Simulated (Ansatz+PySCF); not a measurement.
Values are calculated unless marked as measured or tabulated.
Several solutions for singlet N₄ in separate pieces

```yaml
atoms:
  - { symbol: N, position_ang: [0.0000, 0.0000, -0.5489] }
  - { symbol: N, position_ang: [0.0000, 0.0000, 0.5489] }
  - { symbol: N, position_ang: [10.0000, 0.0000, -0.5489] }
  - { symbol: N, position_ang: [10.0000, 0.0000, 0.5489] }
```

Basis set: cc-pVDZ (spherical functions). Charge 0, multiplicity 1.

CASSCF(2,2) was run from several starts with Ansatz (development build ahead of 0.2.0) and PySCF 2.14.0. The starts are those of the Hartree–Fock orbitals from which the active space was taken at the frontier.

| run | program | start | converged | energy (hartree) | <S²> |
| --- | --- | --- | --- | --- | --- |
| A | Ansatz | stability test followed | yes | -217.90824 | 0.00 |
| B | Ansatz | search for the lowest state | yes | -217.93992 | 0.00 |
| C | Ansatz | atomic start, no search | yes | -217.90824 | 0.00 |
| D | PySCF | program defaults | yes | -217.90860 | 0.00 |

Question: Which runs reached the lowest solution of this kind, and what is wrong with the others?

Answer: B reached the lowest solution found. Converged but too high: A by 0.86 eV, C by 0.86 eV, D by 0.85 eV. Convergence only shows a stationary point; in CASSCF the end hangs on which orbitals enter the active space. Caution: other starts end on other solutions of this active space.
